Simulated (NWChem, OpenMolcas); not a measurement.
## How basis sets differ on CH2O2 (formic acid)

CH2O2: 5 atoms, total charge 0, spin state singlet. As SMILES, `O=CO`. Geometry: relaxed at PBE0-D4/def2-TZVP. This is one conformer, not always the lowest.

```xyz
5

O    -0.3871   -0.4257    1.2053
C    -0.2309   -0.3472    0.0240
O     0.4570    0.6133   -0.5980
H    -0.6318   -1.0550   -0.7151
H     0.7928    1.2147    0.0838
```

Quantity: the dipole moment, in D. The values are calculated.

```json
{"level": "HF/ANO-R0 (sfX2C)", "kind": "Hartree–Fock", "program": "OpenMolcas", "value (D)": "0.66"}
{"level": "HF/STO-3G", "kind": "Hartree–Fock", "program": "OpenMolcas", "value (D)": "0.82"}
{"level": "HF/3-21G", "kind": "Hartree–Fock", "program": "NWChem", "value (D)": "1.32"}
{"level": "HF/def2-SVP", "kind": "Hartree–Fock", "program": "NWChem", "value (D)": "1.63"}
{"level": "HF/6-31G** (RICD fitting, Cartesian functions)", "kind": "Hartree–Fock", "program": "OpenMolcas", "value (D)": "1.60"}
{"level": "HF/cc-pVTZ", "kind": "Hartree–Fock", "program": "NWChem", "value (D)": "1.70"}
```

The values span 0.66 to 1.70 D. Magnitudes only. Sets without polarisation functions give poor dipoles. Without the sets that lack polarisation functions the rows with a basis span only 1.60 to 1.70 D.
